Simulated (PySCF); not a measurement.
Compound: cyclopropyl methyl ether, C4H8O.
Numbering: `[CH3:1][O:2][CH:3]1[CH2:4][CH2:5]1` (hydrogens: H6, H7, H8 on C1; H9 on C3; H10, H11 on C4; H12, H13 on C5)

The same species was optimised twice, with GFN2-xTB and with PBE0-D3(BJ)/def2-SVP (PySCF), and the same property calculations (PySCF, gas phase) were run on both structures.

```json
{"coordinate": "C4–H10 (Å)", "GFN2-xTB": "1.078", "PBE0-D3(BJ)/def2-SVP": "1.093", "change": "+0.015"}
{"coordinate": "C5–H13 (Å)", "GFN2-xTB": "1.079", "PBE0-D3(BJ)/def2-SVP": "1.093", "change": "+0.014"}
{"coordinate": "C5–H12 (Å)", "GFN2-xTB": "1.079", "PBE0-D3(BJ)/def2-SVP": "1.093", "change": "+0.014"}
{"coordinate": "C4–H11 (Å)", "GFN2-xTB": "1.079", "PBE0-D3(BJ)/def2-SVP": "1.093", "change": "+0.014"}
{"coordinate": "O2–C3 (Å)", "GFN2-xTB": "1.393", "PBE0-D3(BJ)/def2-SVP": "1.381", "change": "-0.012"}
{"coordinate": "C1–O2 (Å)", "GFN2-xTB": "1.408", "PBE0-D3(BJ)/def2-SVP": "1.397", "change": "-0.011"}
{"coordinate": "C1–H7 (Å)", "GFN2-xTB": "1.096", "PBE0-D3(BJ)/def2-SVP": "1.107", "change": "+0.011"}
{"coordinate": "C1–H6 (Å)", "GFN2-xTB": "1.088", "PBE0-D3(BJ)/def2-SVP": "1.099", "change": "+0.011"}
{"coordinate": "C1–H8 (Å)", "GFN2-xTB": "1.097", "PBE0-D3(BJ)/def2-SVP": "1.108", "change": "+0.011"}
{"coordinate": "C3–H9 (Å)", "GFN2-xTB": "1.090", "PBE0-D3(BJ)/def2-SVP": "1.101", "change": "+0.011"}
{"coordinate": "C3–C4 (Å)", "GFN2-xTB": "1.493", "PBE0-D3(BJ)/def2-SVP": "1.485", "change": "-0.008"}
{"coordinate": "C4–C5 (Å)", "GFN2-xTB": "1.502", "PBE0-D3(BJ)/def2-SVP": "1.507", "change": "+0.005"}
{"coordinate": "C3–C5 (Å)", "GFN2-xTB": "1.504", "PBE0-D3(BJ)/def2-SVP": "1.502", "change": "-0.002"}
{"coordinate": "O2–C1–H6 (°)", "GFN2-xTB": "106.5", "PBE0-D3(BJ)/def2-SVP": "107.8", "change": "+1.3"}
{"coordinate": "C3–C5–H13 (°)", "GFN2-xTB": "117.5", "PBE0-D3(BJ)/def2-SVP": "116.5", "change": "-1.0"}
{"coordinate": "O2–C3–H9 (°)", "GFN2-xTB": "113.5", "PBE0-D3(BJ)/def2-SVP": "114.5", "change": "+1.0"}
{"coordinate": "H6–C1–H8 (°)", "GFN2-xTB": "109.4", "PBE0-D3(BJ)/def2-SVP": "108.4", "change": "-1.0"}
{"coordinate": "C3–C4–H10 (°)", "GFN2-xTB": "116.7", "PBE0-D3(BJ)/def2-SVP": "115.8", "change": "-0.9"}
{"coordinate": "O2–C3–C4 (°)", "GFN2-xTB": "117.5", "PBE0-D3(BJ)/def2-SVP": "116.6", "change": "-0.9"}
{"coordinate": "H7–C1–H8 (°)", "GFN2-xTB": "108.7", "PBE0-D3(BJ)/def2-SVP": "107.8", "change": "-0.9"}
{"coordinate": "O2–C1–H8 (°)", "GFN2-xTB": "111.1", "PBE0-D3(BJ)/def2-SVP": "111.9", "change": "+0.8"}
{"coordinate": "C1–O2–C3–C4 (°)", "GFN2-xTB": "-153", "PBE0-D3(BJ)/def2-SVP": "-152", "change": "+1"}
```

Rotational constants: A = 13221, B = 3488, C = 3122 MHz (GFN2-xTB) against A = 13113, B = 3546, C = 3168 MHz (PBE0-D3(BJ)/def2-SVP). Point groups within 0.08 Å: C1 and C1. Atoms that the bonding makes alike are paired by their places after alignment.

On the GFN2-xTB structure: lowest singlet, TDDFT (eV) 7.17 [CAM-B3LYP/def2-SVPD]; lowest triplet, Tamm–Dancoff (eV) 7.03 [CAM-B3LYP/def2-SVPD]; isotropic polarisability (au) 51.9 [CAM-B3LYP/def2-SVPD]; HOMO (eV) -8.67 [CAM-B3LYP/def2-SVPD]; LUMO (eV) 1.51 [CAM-B3LYP/def2-SVPD]; dipole (D) 1.31 [CAM-B3LYP/def2-SVPD]; HOMO (eV) -7.15 [PBE0/pcSseg-1]; LUMO (eV) 1.66 [PBE0/pcSseg-1]; dipole (D) 1.30 [PBE0/pcSseg-1]; GIAO shielding of C1 (ppm) 126.7 [PBE0/pcSseg-1]; GIAO shielding of O2 (ppm) 300.9 [PBE0/pcSseg-1]; GIAO shielding of C3 (ppm) 129.5 [PBE0/pcSseg-1]; GIAO shielding of C4/C5 (mean) (ppm) 180.2 [PBE0/pcSseg-1].

What do these properties become on the PBE0-D3(BJ)/def2-SVP structure?

```
                                    property                level  on GFN2-xTB  on PBE0-D3(BJ)/def2-SVP  change
                  lowest singlet, TDDFT (eV)  CAM-B3LYP/def2-SVPD         7.17                     7.19   +0.02
           lowest triplet, Tamm–Dancoff (eV)  CAM-B3LYP/def2-SVPD         7.03                     7.04   +0.01
               isotropic polarisability (au)  CAM-B3LYP/def2-SVPD         51.9                     52.5    +0.6
                                   HOMO (eV)  CAM-B3LYP/def2-SVPD        -8.67                    -8.69   -0.02
                                   LUMO (eV)  CAM-B3LYP/def2-SVPD         1.51                     1.50   -0.01
                                  dipole (D)  CAM-B3LYP/def2-SVPD         1.31                     1.26   -0.05
energy, GFN2-xTB geometry as zero (kcal/mol)  CAM-B3LYP/def2-SVPD          0.0                     -0.3    -0.3
                                   HOMO (eV)        PBE0/pcSseg-1        -7.15                    -7.18   -0.03
                                   LUMO (eV)        PBE0/pcSseg-1         1.66                     1.64   -0.02
                                  dipole (D)        PBE0/pcSseg-1         1.30                     1.25   -0.05
energy, GFN2-xTB geometry as zero (kcal/mol)        PBE0/pcSseg-1          0.0                     -0.2    -0.2
                  GIAO shielding of C1 (ppm)        PBE0/pcSseg-1        126.7                    126.4    -0.3
                  GIAO shielding of O2 (ppm)        PBE0/pcSseg-1        300.9                    301.8    +0.9
                  GIAO shielding of C3 (ppm)        PBE0/pcSseg-1        129.5                    130.1    +0.6
        GIAO shielding of C4/C5 (mean) (ppm)        PBE0/pcSseg-1        180.2                    178.0    -2.2
```

The heavy atoms differ by 0.015 Å rms after alignment (one structure mirrored). Among all bonds C4–H10, C4–H11, C5–H12 and C5–H13 change most and about equally (+0.014 to +0.015 Å). Changes are differences of the printed values. Neither structure is proved a minimum here.

Conformer computed: `[CH3:1][O:2][CH:3]1[CH2:4][CH2:5]1`: C1–O2–C3–C4 -152°.
